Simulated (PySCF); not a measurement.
Species: cyclopropylmethylamine, C4H9N.
SMILES with atom numbers: `[NH2:1][CH2:2][CH:3]1[CH2:4][CH2:5]1` (hydrogens: H6, H7 on N1; H8, H9 on C2; H10 on C3; H11, H12 on C4; H13, H14 on C5)

Cartesian coordinates in Å at the PBE0-D3(BJ)/def2-SVP level; atoms count from 1:
```
atom  x, y, z in Å
N1     1.9849    0.2685    0.2998
C2     0.8817   -0.6096   -0.0319
C3    -0.3831   -0.1482    0.6405
C4    -1.2348    0.9028   -0.0145
C5    -1.7213   -0.5142    0.0781
H6     2.8425   -0.0386   -0.1530
H7     1.7938    1.2091   -0.0408
H8     0.6757   -0.7086   -1.1218
H9     1.1285   -1.6258    0.3223
H10   -0.3021   -0.0909    1.7312
H11   -1.7081    1.6612    0.6142
H12   -0.9259    1.2682   -0.9993
H13   -1.7452   -1.1072   -0.8411
H14   -2.5317   -0.7422    0.7750
```

Method: core-valence-separated Tamm–Dancoff BHandHLYP/aug-pcX-1 (pcseg-1 on H) in PySCF, non-relativistic, gas phase, PBE0-D3(BJ)/def2-SVP geometry. Absolute energies from this functional tend to lie a few eV below measured edges; no shift was applied.

The lowest roots of each edge with f over 0.003 (five at most, numbered afresh; weaker and dark ones are left out), with transition dipoles (au) in the frame of the coordinates:

```csv
root,edge,E (eV),μx,μy,μz
1,C,285.70,0.0064,-0.0338,0.0112
2,C,285.73,0.0311,0.0149,-0.0001
3,C,285.90,0.0026,0.0006,0.0340
4,C,285.92,0.0178,-0.0098,-0.0496
5,C,285.96,0.0198,-0.0147,-0.0658
6,N,399.12,-0.0238,-0.0141,0.0232
7,N,400.07,-0.0339,0.0448,0.0011
8,N,401.01,0.0037,0.0027,0.0223
9,N,401.13,0.0037,0.0209,0.0092
10,N,401.69,0.0128,-0.0171,0.0017
```

Q: What are the oscillator strengths?

A: f = (2/3) ΔE |μ|², with ΔE in hartree (27.2114 eV):

```tsv
root	ΔE (Eh)	|μ|² (au)	f	core hole on
1	10.4994	0.001309	0.009	C4/C5
2	10.5003	0.001189	0.008	C4/C5
3	10.5066	0.001163	0.008	C3
4	10.5074	0.002873	0.020	C4
5	10.5088	0.004938	0.035	C5
6	14.6675	0.001303	0.013	N1
7	14.7023	0.003157	0.031	N1
8	14.7367	0.000518	0.005	N1
9	14.7414	0.000535	0.005	N1
10	14.7618	0.000459	0.005	N1
```

Q: Molecules are fixed in this frame and the field points along x. What effective strengths 3 f cos²θ do the roots have (θ between field and μ)?

A: root 1 (C4/C5): 0.001, root 2 (C4/C5): 0.020, root 3 (C3): 0.000, root 4 (C4): 0.007, root 5 (C5): 0.008, root 6 (N1): 0.017, root 7 (N1): 0.034, root 8 (N1): 0.000, root 9 (N1): 0.000, root 10 (N1): 0.005. Root 7 is the strongest. Averaged over all orientations cos²θ is 1/3, which gives f back.

One conformer stands for the species.
